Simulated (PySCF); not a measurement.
**Excitation energies in several basis sets**

Compound: methylamine, CH5N.
SMILES: `CN`

TDDFT with PBE0 (PySCF), vertical singlets, core orbitals frozen in the response, spherical d and f functions. Isolated species at its PBE0-D3(BJ)/def2-SVP geometry, gas phase.

How do the low singlets change with the basis? Take 6-31G*, 6-31+G*, def2-SVP, def2-SVPD, aug-cc-pVDZ, def2-TZVP, def2-TZVPD and aug-cc-pVTZ.

```tsv
basis	functions	diffuse	S1 (eV)	S2 (eV)	S3 (eV)	S4 (eV)	S5 (eV)	LUMO (eV)	α (au)
6-31G*	38	no	7.41	9.09	9.21	10.17	10.34	2.75	19.0
6-31+G*	46	yes	5.75	6.80	7.14	7.48	8.58	0.37	21.8
def2-SVP	53	no	6.75	8.21	8.32	9.40	9.56	1.94	19.5
def2-SVPD	80	yes	6.23	7.35	7.95	8.66	9.03	0.85	25.0
aug-cc-pVDZ	91	yes	5.52	6.34	6.53	6.84	7.52	-0.08	26.0
def2-TZVP	92	no	6.36	7.80	8.00	9.06	9.12	1.16	22.8
def2-TZVPD	119	yes	5.87	6.84	7.47	8.02	8.50	0.40	25.9
aug-cc-pVTZ	207	yes	5.54	6.34	6.51	6.77	7.44	-0.11	26.2
```

States are compared by their number. Against the largest diffuse basis here (aug-cc-pVTZ, itself not a converged limit), sets without diffuse functions differ by up to 1.87 eV in S1 and 2.91 eV in S5; the smaller diffuse sets differ by up to 0.69 and 1.60 eV. State by state, the largest deviation of a set without diffuse functions is S1 1.87, S2 2.75, S3 2.70, S4 3.39, S5 2.91 eV. The same number needn't mean the same state in each row. Against aug-cc-pVTZ the polarisability deviates by -28% in 6-31G*, -17% in 6-31+G*, -26% in def2-SVP, -5% in def2-SVPD, -1% in aug-cc-pVDZ, -13% in def2-TZVP, -1% in def2-TZVPD. A single + in a Pople set puts diffuse functions on heavy atoms only.
